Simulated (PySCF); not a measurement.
Run record: geometry optimisation, `F[C@@]12CC[C@@H]1C2`.

Method: PBE0-D3(BJ)/def2-SVP geometry optimisation, gas phase (PySCF 2.14.0). Start geometry: GFN2-xTB. A driver script takes a list of jobs; this job's settings line and coordinates (Å) are shown.

Command:
```bash
OMP_NUM_THREADS=1 python probes_run.py task.json out
```

Input:
```
{"job": {"xc": "PBE0", "basis": "def2-SVP", "d3": "d3bj", "grid": 1, "shake": 0.01, "kind": "geom"}, "charge": 0, "multiplicity": 1}
F      0.864340    -2.106470     0.448680
C      0.404740    -0.860770     0.043140
C     -1.028920    -0.602730    -0.435960
C     -0.909740     0.783920     0.260380
C      0.463930     0.457800     0.747610
C      1.349490     0.198080    -0.434130
H     -1.718690    -1.274050     0.034370
H     -1.134200    -0.598750    -1.512780
H     -1.010360     1.645260    -0.384040
H     -1.671170     0.889810     1.075460
H      0.850480     0.726660     1.733190
H      1.178390     0.696160    -1.364800
H      2.367520     0.028210    -0.221440
```

Output:
```
step   0  E = -293.98183459  max force = 0.032400
step   1  E = -293.98201971  max force = 0.017932
step   2  E = -293.98616466  max force = 0.010593
step   3  E = -293.98745276  max force = 0.004594
step   4  E = -293.98777114  max force = 0.002494
step   5  E = -293.98792893  max force = 0.001588
step   6  E = -293.98799982  max force = 0.001649
step   7  E = -293.98802838  max force = 0.000981
step   8  E = -293.98803912  max force = 0.000583
step   9  E = -293.98804242  max force = 0.000357
optimisation converged
```

Energies in Eh; «max force» is the largest Cartesian gradient component in Eh/bohr.

Q: Give the first gradient maximum in eV/Å.

A: With 1 Eh/bohr = 51.422 eV/Å, 1.666 eV/Å.

Q: How much energy does the optimisation release, in kcal/mol?

A: E(step 0) − E(last step) = 0.006208 Eh, which is 3.9 kcal/mol.

Main results: final energy -293.98804 Eh after 9 steps; dipole 1.42 D.

Q: Give the final coordinates.

A: 0.046 Å rms from the input after alignment:
```
atom  x, y, z in Å
F1     0.2277   -2.0785    0.8749
C2     0.1563   -0.9014    0.2237
C3    -1.1352   -0.3851   -0.3693
C4    -0.6890    1.0514    0.0270
C5     0.5661    0.4786    0.6790
C6     1.3634   -0.2750   -0.3621
H7    -2.0023   -0.7161    0.2192
H8    -1.3162   -0.6012   -1.4344
H9    -0.5069    1.7461   -0.8091
H10   -1.3773    1.5282    0.7384
H11    1.0178    0.8131    1.6155
H12    1.3957    0.0608   -1.4065
H13    2.2974   -0.6995    0.0157
```

Hardware: one thread, Arm Neoverse V2 (aarch64) (shared host). Cost: 49 s wall, 0.51 GiB resident at most.
Labels such as C1 count atoms from 1, the log's own numbers from 0.
